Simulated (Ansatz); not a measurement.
A nudged elastic band was laid between two geometries of CH4SSi (7 atoms, charge 0, multiplicity 1).

Level of theory: RKS PBE-D4/def2-SVPD in Ansatz 0.2.0.

```yaml
movable_images: 9
climbing_image: yes
spring: 5.0 eV/Å²
optimiser: quadratic models (default)
start_path: IDPP
force_threshold: 0.2 eV/Å
iteration_limit: 60
end_points: relaxed
```

Image 0:

```xyz
7
Properties=species:S:1:pos:R:3
C -0.834 0.629 -0.269
Si 0.572 0.273 0.995
S 1.313 -1.499 -0.014
H -1.164 -0.213 -0.908
H -0.466 1.438 -0.940
H -1.715 1.053 0.256
H 2.354 -1.749 0.833
```

Image 10:

```xyz
7
Properties=species:S:1:pos:R:3
C -0.768 0.401 -0.163
Si 0.088 -0.022 1.509
S 1.879 -1.000 0.750
H -0.944 -0.513 -0.768
H -0.131 1.079 -0.771
H -1.744 0.900 -0.001
H 1.682 -0.913 -0.602
```

(1) What changes between the two ends?

(2) What energy profile does the band end with?

(3) What is the geometry of the highest image?

Answers

(1) No bond is made or broken. The dihedral C1–Si2–S3–H7 goes from 178 to 0°.

(2) The run converged. The highest image is number 5 of 0 to 10, 15.6 kcal/mol above the first end and 13.5 kcal/mol above the last; the last end lies 2.1 kcal/mol above the first. The threshold of 0.2 eV/Å is loose, so the images may lie well off the minimum-energy path. The order of the stationary point at the top wasn't checked.

```json
{"image": "0", "path coordinate (Å)": "0.00", "energy (kcal/mol)": "0.0", "dihedral C1–Si2–S3–H7 (°)": "178"}
{"image": "1", "path coordinate (Å)": "0.36", "energy (kcal/mol)": "0.3", "dihedral C1–Si2–S3–H7 (°)": "172"}
{"image": "2", "path coordinate (Å)": "0.71", "energy (kcal/mol)": "2.6", "dihedral C1–Si2–S3–H7 (°)": "155"}
{"image": "3", "path coordinate (Å)": "1.07", "energy (kcal/mol)": "7.1", "dihedral C1–Si2–S3–H7 (°)": "134"}
{"image": "4", "path coordinate (Å)": "1.43", "energy (kcal/mol)": "12.5", "dihedral C1–Si2–S3–H7 (°)": "112"}
{"image": "5", "path coordinate (Å)": "1.79", "energy (kcal/mol)": "15.6", "dihedral C1–Si2–S3–H7 (°)": "87"}
{"image": "6", "path coordinate (Å)": "2.10", "energy (kcal/mol)": "12.8", "dihedral C1–Si2–S3–H7 (°)": "65"}
{"image": "7", "path coordinate (Å)": "2.42", "energy (kcal/mol)": "7.4", "dihedral C1–Si2–S3–H7 (°)": "41"}
{"image": "8", "path coordinate (Å)": "2.73", "energy (kcal/mol)": "3.4", "dihedral C1–Si2–S3–H7 (°)": "18"}
{"image": "9", "path coordinate (Å)": "3.05", "energy (kcal/mol)": "2.1", "dihedral C1–Si2–S3–H7 (°)": "2"}
{"image": "10", "path coordinate (Å)": "3.37", "energy (kcal/mol)": "2.1", "dihedral C1–Si2–S3–H7 (°)": "0"}
```

(3) 
```xyz
7
Properties=species:S:1:pos:R:3
C -0.697 0.650 -0.285
Si -0.092 -0.172 1.331
S 1.018 -1.930 0.444
H -1.007 -0.066 -1.071
H 0.189 1.194 -0.694
H -1.487 1.409 -0.113
H 2.138 -1.154 0.343
```

Time of the run: 61 s on 2 threads of AMD EPYC 7R43 64-Core Processor (Zen 3), on a shared host, peak memory 0.15 GiB.
